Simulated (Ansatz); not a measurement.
Two shapes of doublet AlO₂.

Shape 1:

```xyz
3

O     0.0000    0.0000   -1.7220
Al    0.0000    0.0000    0.0000
O     0.0000    0.0000    1.7220
```

Shape 2:

```xyz
3

O     0.0000    0.0000   -1.6400
Al    0.0000    0.0000    0.0000
O     0.0000    0.0000    1.6400
```

Basis set: def2-SVP (spherical functions). Correlated methods keep 7 orbitals frozen. Correlation on ROHF uses semicanonical orbitals with singles. Charge 0, multiplicity 2.

Computed with Ansatz (development build ahead of 0.2.0); each method stands on the lowest determinant of its kind that the runs found.

Task: Which shape is lower in energy, and by how much in each method?

Result:

| method | E(2) − E(1) (eV) |
| --- | --- |
| ROHF | -0.246 |
| UHF | -0.107 |
| ROHF-MP2 | -0.006 |
| UHF-MP2 | -1.297 |
| ROHF-CCSD(T) | -0.038 |

Shape 2 is lower. Caution: the determinant may break the point group. Caution for UHF, UHF-MP2: the unrestricted determinant is spin contaminated. Caution for ROHF-CCSD(T): another reference gives a lower total.
